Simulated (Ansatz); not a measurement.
A made-up structure of Si₂NH₆ (charge +1), closed shell:

```
9
angstrom
Si -0.9428 0.8359 -1.1183
N 0.6950 -0.9354 0.8337
Si 0.1136 0.6244 0.1136
H -1.5117 -0.3641 -1.7433
H -1.2804 2.1995 -1.5500
H 0.6523 1.7978 0.7045
H 1.7061 -0.9526 0.7005
H 0.2015 -1.6374 0.2823
H 0.4148 -0.9197 1.8143
```

It is relaxed with PBE-D4/def2-SVP and then PBE0-D4/def2-TZVP (Ansatz 0.2.0). Atoms count as bonded within 1.22 times the sum of their covalent radii (H–H: 0.88 Å). The end point is not checked to be a true minimum.

**Question.** Does its bonding change? (Judge from chemistry; the calculation decides.)

**Answer.** By the calculation: No: no bond forms or breaks.

Where it ends: The first stage lowers the energy by 5.60 eV in 23 steps. It ends as Si₂NH₆ ([NH3][SiH][SiH2]), total charge +1:
```xyz
9
angstrom
Si -0.9117 0.8795 -1.4747
N 0.6835 -0.8924 0.8900
Si -0.0906 0.8303 0.5538
H -1.6250 -0.3352 -1.9363
H -1.5212 2.1593 -1.8947
H 1.0138 1.7056 1.0056
H 1.6310 -0.9727 0.5190
H 0.1297 -1.6462 0.4819
H 0.7389 -1.0797 1.8927
```

Labels in which every atom is bracketed show which atoms are joined, not bond orders.

For scale, one of the runs: PBE0-D4/def2-TZVP relaxation, 141 basis functions, launched by `ansatz run in.yaml --threads 2 --pin off --events-out ev --progress --plain --max-ram 4352MiB`. The run took about 37 s on 2 CPU threads of an Arm Neoverse N1 (shared host).
